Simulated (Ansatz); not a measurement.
A made-up structure of SiNH₄ (charge +1), singlet:

```
atom    x (Å)    y (Å)    z (Å)
  N1  -0.0019  -0.8321   0.2059
 Si2   0.0018   0.7563  -0.1872
  H3   0.3384  -1.5638  -0.4072
  H4  -0.3448  -1.1919   1.0892
  H5   0.5301   1.1289  -1.5042
  H6   0.6577  -1.6006   0.3269
```

It is relaxed with PBE-D4/def2-SVP and then PBE0-D4/def2-TZVP (Ansatz 0.2.0). Atoms count as bonded within 1.22 times the sum of their covalent radii (H–H: 0.88 Å). The end point is not checked to be a true minimum.

Question: Does its bonding change? (Judge from chemistry; the calculation decides.)

Answer: The calculation gives: Yes. Formed: none; broken: H3–H6.

Where it ends: The first stage lowers the energy by 4.92 eV in 7 steps. It ends as SiNH₄ ([NH3][SiH]), total charge +1:
N1  (0.106, -0.977, 0.213)
Si2  (-0.168, 0.948, -0.142)
H3  (-0.197, -1.550, -0.580)
H4  (-0.392, -1.310, 1.039)
H5  (0.733, 0.780, -1.350)
H6  (1.098, -1.195, 0.343)
(Å)

Labels in which every atom is bracketed show which atoms are joined, not bond orders.

For scale, one of the runs: PBE0-D4/def2-TZVP relaxation, 92 basis functions, launched by `ansatz run in.yaml --threads 2 --pin off --events-out ev --progress --plain --max-ram 4352MiB`. The run took about 4.4 s on 2 CPU threads of an AMD EPYC 7R13 (shared host).
